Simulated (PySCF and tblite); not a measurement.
Results of a calculation; reference values are marked as such.
C3H5NO, numbered as in [CH2:1]=[CH:2][C:3]([NH2:4])=[O:5].

The ensemble was built from 90 distance-geometry starts (ETKDG and KDG, MMFF94s, GFN2-xTB) and rests on PBE0-D3(BJ)/def2-SVP geometries. Weights use CAM-B3LYP-D3(BJ)/def2-TZVP energies plus GFN2-xTB zero-point and thermal terms (modes under about 100 cm⁻¹ blended into free rotors). Symmetry numbers and mirror images are counted. Conformers within 3 kcal/mol (GFN2-xTB free energy) were kept, 8 at most. Couplings: B3LYP/pcJ-1 (gas phase; spin-dipole term only for pairs with B, N, F, Si or P). Couplings are for ¹³C, ¹H, ¹⁵N, ¹⁷O. Of two unlike H on one atom, a is the less shielded (WP04/pcSseg-2). Programs: PySCF with density fitting and tblite.

Torsions listed: C1–C2–C3–O5, O5–C3–N4–H4. Of a mirror pair one member is shown.

```tsv
conformer	shape	weight %
1	1°, -1°	85.9
2	152°, 165°	14.1
```

Q: Give the couplings in each conformer and the averages at 298.15 K (pairs that fast motion interchanges averaged).

A: 
```csv
coupling,pairs,1,2,average (Hz)
"¹J(C1,C2)",1,78.0,72.3,77.2
"³J(C1,N4)",1,-1.6,0.5,-1.3
"³J(C1,O5)",1,-2.1,-2.6,-2.2
"¹J(C1,H1b)",1,169.2,172.0,169.6
"¹J(C1,H1a)",1,173.3,163.7,172.0
"²J(C1,H2)",1,-0.4,0.0,-0.3
"⁴J(C1,H4)",2,1.3,0.1,1.1
"¹J(C2,C3)",1,66.2,66.6,66.3
"²J(C2,N4)",1,-13.2,-12.0,-13.1
"²J(C2,O5)",1,-3.0,-5.3,-3.3
"²J(H1b,C2)",1,0.7,-1.0,0.5
"²J(H1a,C2)",1,-3.9,-2.1,-3.6
"¹J(C2,H2)",1,161.8,172.0,163.2
"³J(C2,H4)",2,4.8,3.6,4.7
"¹J(C3,N4)",1,-18.4,-16.8,-18.2
"¹J(C3,O5)",1,28.3,28.4,28.3
"³J(H1b,C3)",1,12.6,13.5,12.7
"³J(H1a,C3)",1,7.8,7.2,7.7
"²J(H2,C3)",1,6.8,2.7,6.2
"²J(C3,H4)",2,2.8,1.9,2.6
"²J(N4,O5)",1,0.8,0.4,0.7
"³J(H2,N4)",1,0.3,-2.2,0.0
"¹J(N4,H4)",2,-95.7,-94.1,-95.5
"³J(H2,O5)",1,-1.4,-0.8,-1.3
"³J(H4,O5)",2,0.2,0.2,0.2
"²J(H1b,H1a)",1,3.0,0.9,2.7
"³J(H1b,H2)",1,10.8,12.5,11.0
"³J(H1a,H2)",1,17.6,19.9,18.0
"²J(H4,H4)",1,7.3,6.0,7.1
```

Rotation about the C–N or B–N bond may be slow on the NMR time scale, and the averages treat it as fast.
